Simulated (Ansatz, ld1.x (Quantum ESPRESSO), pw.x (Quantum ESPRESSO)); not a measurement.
**From atom to crystal: PAW potential for Se**

* Element: Se (Z = 34)
* Generator: ld1.x (Quantum ESPRESSO) 7.5
* Type: PAW
* Functional: PBEsol
* Relativity: scalar-relativistic
* Frozen core: [Ar] 3d10
* Valence charge: 6
* Reference configuration: 4s2 4p2 (charge +2)
* Partial waves: 4s (bound): rcut 1.35, rcutus 1.55 bohr; 4s channel at -2.05 Ry: rcut 1.35, rcutus 1.55 bohr; 4p (bound): rcut 1.55, rcutus 1.85 bohr; 4p channel at -1.35 Ry: rcut 1.55, rcutus 1.85 bohr; 4d channel at 0.25 Ry: rcut 1.40, rcutus 1.85 bohr; 4d channel at 2.45 Ry: rcut 1.40, rcutus 1.85 bohr
* Local potential: all-electron potential smoothed inside 1.50 bohr (lloc = -1)
* Core correction: Bessel-smoothed model core inside 1.10 bohr
* Augmentation charge: PSQ, inside the norm-conserving radii

Crystal test: bcc Se in pw.x 7.5, no spin, 14³ k-points, Fermi–Dirac smearing 0.01 Ry, cutoffs 40/320 Ry. The reference is all-electron LAPW (Ansatz 0.2.0) with the same functional, mesh and smearing; V0 and B0 come from Birch–Murnaghan fits to the pressures at five volumes. Errors are pseudo minus all-electron; Δ is the rms difference of the E(V) curves that follow from these fits, minima aligned, over ±6 % about the mean V0. Mesh and smearing are coarse, so the numbers serve the comparison and aren't converged zero-temperature values; the lattice is a test structure that the element need not adopt.

```
V (Å³/atom)  P all-electron (GPa)  P pseudo (GPa)
     18.133                  6.38            6.23
     18.610                  3.60            3.46
     19.087                  1.16            1.03
     19.564                 -0.96           -1.08
     20.041                 -2.81           -2.92
```

All-electron: a0 = 3.382 Å (V0 = 19.34 Å³/atom), B0 = 85.6 GPa.

Pseudopotential: mean pressure error (GPa): -0.13; a0 (Å): 3.380; a0 error (%): -0.05; B0 error (%): +0.2; Δ (meV/atom): 0.5.

Problem. At the middle volume, how do free energy and pressure move when the wave cutoff is lowered (ecutrho held at 320 Ry)?

Solution.

```csv
cutoff (Ry),shift of F (meV/atom),shift of P (GPa)
18,+40.4,-0.85
24,+13.7,-0.21
32,+2.7,-0.08
```

The run at the middle volume (104 k-points, 8 iterations) took about 8.8 s on one core of a shared host (Neoverse-V2, 32 threads, 247 GiB, load 11).
